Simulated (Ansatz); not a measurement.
Cubic perovskite BaTiO3 (cubic high-temperature phase), treated with revPBE in Ansatz (plane waves, PAW).

Settings: plane-wave cutoff 520 eV, 8×8×8 k mesh, Fermi–Dirac smearing 0.01 eV, no spin polarisation, scalar-relativistic PAW data made under PBE.

Computed at the level's own relaxed cell.

Problem. Estimate the bulk modulus B0, pressure derivative B′ of the bulk modulus and equilibrium volume per atom that the calculation returns.

Solution. 
* **bulk modulus B0**: 152 GPa
* **pressure derivative B′ of the bulk modulus**: 4.5
* **equilibrium volume per atom**: 13.24 Å³/atom

Measured, for comparison: bulk modulus 162 GPa (temperature not stated, not corrected to a static lattice, our sources range from 162 to 173; as tabulated in Matsushita et al. (2011), arXiv:1104.2769). Computed (rounded) less measured: bulk modulus -6 % (-6 % to -12 % over the range).

Note: the relaxation could not lower the start's symmetry, so the cell can be a saddle point above a distorted one.

Spin–orbit coupling is not included.

Computed values are for the static lattice.

Ansatz is an electronic-structure program.
